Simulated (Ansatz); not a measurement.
Basis-set extrapolation for `O[Si]F` (PBE0-D4/def2-TZVP geometry, frozen core, Ansatz 0.2.0). Multiplicity 1, RHF reference.

|  | def2-TZVPP | def2-QZVPP |
| --- | --- | --- |
| HF | -463.994403 | -464.012250 |
| MP2 correlation | -0.590087 | -0.642708 |
| CCSD(T) correlation | -0.621473 | -0.671750 |

Energies in hartree. Use E(X) = E(∞) + A·exp(−7.88·√X) for Hartree–Fock and E(X) = E(∞) + B·X^(−2.97) for correlation, with X = 3 and 4.

Question: What is the CCSD(T) energy at the basis-set limit?

Answer: HF limit: -464.012250 + (-0.017847) × 0.13774 = -464.01471. Correlation limit: -0.671750 + (-0.050277) × 0.74074 = -0.70899. Total: -464.72370 hartree, 67.7 kcal/mol below CCSD(T)/def2-TZVPP.
